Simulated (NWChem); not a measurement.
**UB3LYP/6-31++G(d,p) (spherical functions) run of SiH3SO (SMILES O[SiH2][S])**

What is the vertical ionisation energy of SiH3SO at UB3LYP/6-31++G** (spherical functions)? 

The results are computed with NWChem 7.3.0.

## (1) The molecule

SiH3SO has 6 atoms, charge 0, and is taken as a doublet. SMILES: `O[SiH2][S]`. Geometry: relaxed at PBE0-D4/def2-TZVP. This is one conformer, not always the lowest.

Bond lengths: O1–Si2 1.639 Å, Si2–S3 2.114 Å, O1–H4 0.959 Å, Si2–H5 1.491 Å, Si2–H6 1.479 Å. Angles: O1–Si2–S3 115.7°, O1–Si2–H5 112.5°, O1–Si2–H6 104.9°, S3–Si2–H5 101.6°, S3–Si2–H6 110.7°, Si2–O1–H4 117.8°, H5–Si2–H6 111.7°.

## (2) The energy at UB3LYP/6-31++G(d,p) (spherical functions)

Contents of test.xyz:

```xyz
6

O     -0.506200    -1.252800     0.071600
Si     0.267300     0.188600     0.177600
S     -0.863300     1.879100    -0.400100
H     -0.970300    -1.452500    -0.743200
H      1.434000     0.278400    -0.746100
H      0.680600     0.295200     1.593900
```

Contents of test.nw:

```
start test
memory total 2200 mb

geometry units angstroms noautosym nocenter noautoz
 load test.xyz
end

basis "ao basis" spherical bse
 O library 6-31++G**
 Si library 6-31++G**
 S library 6-31++G**
 H library 6-31++G**
end

dft
 xc b3lyp
 mult 2
 grid fine
 convergence energy 1e-08
 maxiter 100
 mulliken
 print low
end

task dft energy
```

The run is started by

```console
nwchem test.nw > test.out
```

What it wrote, shortened:

```text
[...]
 d= 0,ls=0.0,diis     1   -764.6706596973 -9.08D+02  8.91D-03  1.38D-01     3.0
[...]
 d= 0,ls=0.0,diis    15   -764.7413193572 -6.44D-09  2.65D-07  9.77D-11    33.0
[...]
         Total DFT energy =     -764.741319357196
      One electron energy =    -1341.819726565398
           Coulomb energy =      490.060500548493
    Exchange-Corr. energy =      -56.398207584123
 Nuclear repulsion energy =      143.416114243832
[...]
      Total Density - Mulliken Population Analysis
     ---------------------------------------------
    Atom       Charge   Shell Charges
 -----------   ------   -------------------------------------------------------
    1 O    8     8.52   2.00  0.90  2.95  0.92  1.73 -0.15  0.15  0.01
    2 Si  14    13.68   2.00  2.00  5.96  0.96  1.78  0.23  0.20  0.24  0.02  0.27
    3 S   16    16.12   2.00  2.00  5.97  1.41  2.95  0.55  1.22 -0.01  0.03  0.02
    4 H    1     0.63   0.49  0.11 -0.01  0.04
    5 H    1     1.03   0.51  0.56 -0.05  0.01
    6 H    1     1.03   0.51  0.55 -0.04  0.01
[...]
      <S2> =      0.7529 (Exact =     0.7500)
[...]
```

Run time: 34 s. Hardware: 1 thread of Intel Xeon Platinum 8488C (Sapphire Rapids), shared host; peak memory 0.12 GiB.

## (3) The singlet cation

Contents of test.nw:

```
echo
start test
title "H3OSSi B3LYP"
memory stack 880 mb heap 220 mb global 1100 mb
charge 1

geometry units angstrom noautosym nocenter noautoz
O     -0.506200    -1.252800     0.071600
Si     0.267300     0.188600     0.177600
S     -0.863300     1.879100    -0.400100
H     -0.970300    -1.452500    -0.743200
H      1.434000     0.278400    -0.746100
H      0.680600     0.295200     1.593900
end

basis spherical bse
* library 6-31++G**
end

dft
xc b3lyp
mult 1
grid fine
convergence energy 1e-08
maxiter 100
mulliken
print low
end

task dft energy
```

The run is started by

```console
nwchem test.nw > test.out
```

What it wrote, shortened:

```text
[...]
 d= 0,ls=0.0,diis     1   -764.1621473926 -9.08D+02  3.88D-02  1.71D+00     2.8
[...]
 d= 0,ls=0.0,diis    16   -764.3383933906 -7.37D-09  5.01D-06  2.99D-10    26.5
         Total DFT energy =     -764.338393390583
      One electron energy =    -1331.471433142234
           Coulomb energy =      479.757733897208
    Exchange-Corr. energy =      -56.040808389390
 Nuclear repulsion energy =      143.416114243832
[...]
      Total Density - Mulliken Population Analysis
     ---------------------------------------------
    Atom       Charge   Shell Charges
 -----------   ------   -------------------------------------------------------
    1 O    8     8.42   2.00  0.91  2.93  0.92  1.69 -0.14  0.09  0.02
    2 Si  14    13.71   2.00  2.00  5.96  1.00  1.82  0.23  0.18  0.22  0.03  0.26
    3 S   16    15.59   2.00  2.00  5.97  1.49  2.78  0.48  0.92 -0.03 -0.03  0.02
    4 H    1     0.59   0.47  0.09 -0.01  0.04
    5 H    1     0.84   0.46  0.44 -0.07  0.01
    6 H    1     0.86   0.48  0.43 -0.06  0.01
[...]
```

It took 27 s on 1 thread of Intel Xeon Platinum 8488C (Sapphire Rapids), shared host; peak memory 0.12 GiB.

## (4) Results

Level: UB3LYP/6-31++G** (spherical functions).

| quantity | value |
| --- | --- |
| doublet SiH3SO: total energy | -764.74132 Eh |
| doublet SiH3SO: ⟨S²⟩ | 0.753 |
| singlet cation: total energy | -764.33839 Eh |
| vertical ionisation energy (to the singlet cation) | 10.964 eV |

In words: The vertical ionisation energy comes to 10.96 eV (1058 kJ/mol). Only the singlet of the ionised species was computed; a triplet could lie lower. Mulliken charges (singlet cation) run from -0.42 on O1 to +0.41 on S3; in a basis this large or diffuse they mean little.
